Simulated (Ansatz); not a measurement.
## 1T (CdI2-type) PtS2

Method: PBEsol (Ansatz, an electronic-structure program, PAW).

Run with plane-wave cutoff 520 eV, 12×12×8 k mesh (along the axes of the cell as run), Fermi–Dirac smearing 0.01 eV, scalar-relativistic PAW data made under PBE.

Cell (relaxed at this level):

```yaml
crystal:
  lattice:
    - [1.78583, -3.09316, 0.00000]
    - [1.78583, 3.09316, 0.00000]
    - [0.00000, 0.00000, 4.76533]
  atoms:
    - { symbol: Pt, position: [0.00000, 0.00000, 0.00000] }
    - { symbol: S, position: [0.33333, 0.66667, 0.25110] }
    - { symbol: S, position: [0.66667, 0.33333, 0.74890] }
```

| Quantity | Value |
|---|---|
| bulk modulus B0 | 20.1 GPa |
| band gap | 0.12 eV |
| smallest direct gap on the k points sampled | 0.67 eV |
| Γ–Γ gap | 1.46 eV |

Note: the cell comes from a level without a dispersion term, which matters for the spacing of layers, chains or molecules; the bulk modulus comes from volumes at which shape and atoms were relaxed.

Spin–orbit coupling is not included; it can close the smallest gap of 0.12 eV.

Static lattice: no zero-point or thermal effects.

It cost around 5 core-minutes (rough) of CPU time.
